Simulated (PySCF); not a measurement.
## The first ionisation energy along group 14

Calculated with PySCF 2.14 from differences of total energies of unrestricted determinants, without spin-orbit coupling. Values in eV. The last column holds reference values (NIST; (s) semi-empirical, (t) theoretical, else measured). Unmarked ones compare directly (S terms, centres of terms, or small fine structure); those marked * lie between the lowest fine-structure levels and include a spin-orbit shift.

| element | configurations | UHF | MP2 (valence) | PBE | PBE0 | MP2 (valence and next inner shell) | SCS-MP2 (valence and next inner shell) | reference |
| --- | --- | --- | --- | --- | --- | --- | --- | --- |
| C (def2-QZVPPD, non-relativistic) | [He] 2s2 2p2 → [He] 2s2 2p1 | 10.801 | 11.279 | 11.537 | 11.512 | 11.298 | 11.160 | 11.262 |
| Si (def2-QZVPPD, non-relativistic) | [Ne] 3s2 3p2 → [Ne] 3s2 3p1 | 7.637 | 8.073 | 8.196 | 8.218 | 8.065 | 7.979 | 8.157 |
| Ge (def2-QZVPPD, non-relativistic) | [Ar] 3d10 4s2 4p2 → [Ar] 3d10 4s2 4p1 | 7.434 | 7.808 | 7.919 | 7.953 | 7.902 | 7.794 | 7.925 |
| Sn (def2-QZVPPD with the def2 core potential (28 electrons), ECP) | [Kr] 4d10 5s2 5p2 → [Kr] 4d10 5s2 5p1 | 6.848 | 7.177 | 7.261 | 7.307 | 7.285 | 7.177 | 7.389 |
| Pb (def2-QZVPPD with the def2 core potential (60 electrons), ECP) | [Xe] 4f14 5d10 6s2 6p2 → [Xe] 4f14 5d10 6s2 6p1 | 6.563 | 6.847 | 6.977 | 7.014 | 7.007 | 6.878 | 7.417 * |

| method | elements | mean error (eV) | mean absolute error (eV) | largest error (eV) |
| --- | --- | --- | --- | --- |
| UHF | 4 | -0.503 | 0.503 | -0.541 |
| MP2 (valence) | 4 | -0.099 | 0.108 | -0.212 |
| PBE | 4 | 0.045 | 0.112 | 0.275 |
| PBE0 | 4 | 0.064 | 0.106 | 0.250 |
| MP2 (valence and next inner shell) | 4 | -0.046 | 0.064 | -0.104 |
| SCS-MP2 (valence and next inner shell) | 4 | -0.156 | 0.156 | -0.212 |

For Pb a determinant mixes LS terms or the coupling is close to jj, so these rows are model values.

Errors include the incompleteness of the basis and the frozen core.

"Valence" correlates the outer s and p shells and, in groups 3 to 12 and the f block, the outer d or f shell, open or full, or the next shell where the ion has no valence electron left; the wider scheme adds the next inner shell.
